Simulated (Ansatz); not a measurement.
# Multireference treatment of C2H3F, singlet

Program: Ansatz, Gaussian basis, development build; CASPT2, NEVPT3, NEVPT4(SD) by development code. Basis aug-cc-pVDZ, nonrelativistic, 3 orbitals frozen in the corrections. State-specific CASSCF; RHF is the lowest restricted (open-shell) Hartree–Fock solution met. No symmetry is imposed, so a solution can break that of the shape. No proof that the lowest CASSCF solution was found.

Geometry:

```xyz
6

C     0.0000    0.4372    0.0203
C     0.0000   -0.2001    1.1839
F     0.0000   -0.2248   -1.1606
H     0.0000    1.5128   -0.1165
H     0.0000   -1.2813    1.2333
H     0.0000    0.3693    2.1033
```

Problem. What do CASSCF and its corrections give against RHF in CAS(2,2), and what are the occupations?

Solution. CASSCF -0.750 eV, SC-NEVPT2 -13.123 eV, FIC-NEVPT2 -13.126 eV, NEVPT3 -13.647 eV, NEVPT4(SD) -14.042 eV, CASPT2 (IPEA 0) -13.141 eV; occupations 1.92, 0.08. The MRCI reference weight is 0.895.

Problem. How do single-reference totals in the same basis and frozen core stand against SC-NEVPT2 in CAS(2,2)?

Solution. CCSD(T) -1.072 eV. Coupled cluster stands on the determinant that it favours, which can lie over the RHF solution above, and is in doubt where the occupations are far from 0, 1 and 2.

Problem. Roughly how much CPU time does a whole run from the default start take (median of such runs, summed over threads; nearly all runs on one pinned thread of a shared server, mostly Xeon at 2.3 to 2.6 GHz, by a development driver)?

Solution. CAS(2,2): about 5.9 s. Other jobs ran beside these, and the count of passes differs.
